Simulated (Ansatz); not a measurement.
Reaction (substitution at a C–C bond): `CC(=N)Cl` + `C#CS` → `C#CSC` + `N=CCl`

Computed with Ansatz on PBE0-D4/def2-TZVP structures; ΔE is electronic, products minus reactants. CCSD(T)/CBS adds triple-zeta CCSD(T) − MP2 to the extrapolated MP2 energy (def2 sets, frozen cores). This one scheme is used for every species. DFT in def2-TZVPP. B3LYP here is the variant with VWN-RPA as its local correlation; programs differ in this. One conformer a species, not always the lowest.

`CC(=N)Cl`:

```xyz
8

C     0.888   -0.362   -0.252
C    -0.427    0.208    0.141
N    -1.529   -0.323   -0.101
Cl   -0.269    1.751    1.007
H     0.729   -1.304   -0.774
H     1.506   -0.523    0.633
H     1.421    0.339   -0.899
H    -2.319    0.215    0.245
```

`C#CS`:

```xyz
5

C    -0.044   -1.218   -0.280
C    -0.122   -0.095    0.145
S    -0.314    1.422    0.841
H     0.033   -2.207   -0.666
H     0.446    2.097   -0.040
```

`C#CSC`:

Cartesian coordinates in Å:
```
C -0.672 -2.151 0.306
C -0.714 -1.053 -0.191
S -0.829 0.448 -0.921
C 0.518 1.326 -0.096
H -0.634 -3.120 0.745
H 0.339 1.377 0.976
H 1.471 0.841 -0.303
H 0.521 2.332 -0.516
```

`N=CCl`:

Cartesian coordinates in Å:
```
N 0.336 0.753 0.552
C -0.046 -0.246 -0.091
Cl 0.420 -1.842 0.384
H -0.031 1.607 0.134
H -0.679 -0.271 -0.979
```

Q: Is it downhill or uphill in electronic energy at CCSD(T)/CBS, and by how much? (Best estimate.)

A: Ansatz gave: Uphill: ΔE = +0.37 eV.

Q: What do these levels give: r2SCAN-D4, PBE0-D4, B3LYP-D4, BLYP, LC-ωPBE, CCSD(T)/def2-SVP? (Best estimate.)

A: Ansatz gave: r2SCAN-D4 0.40, PBE0-D4 0.37, B3LYP-D4 0.36, BLYP 0.34, LC-ωPBE 0.37, CCSD(T)/def2-SVP 0.51 eV.

Largest T1 diagnostic among the species: 0.013.

Leaving LDA and LC-ωPBE aside and taking each functional with its dispersion term where it has one, the values, not all of them listed here, spread over 0.06 eV, from revPBE-D4 to B97M-V. LDA lies +0.09 eV from PBE without D4. At CCSD(T), def2-SVP lies +0.14 eV from the extrapolated value and def2-TZVPP +0.01 eV.
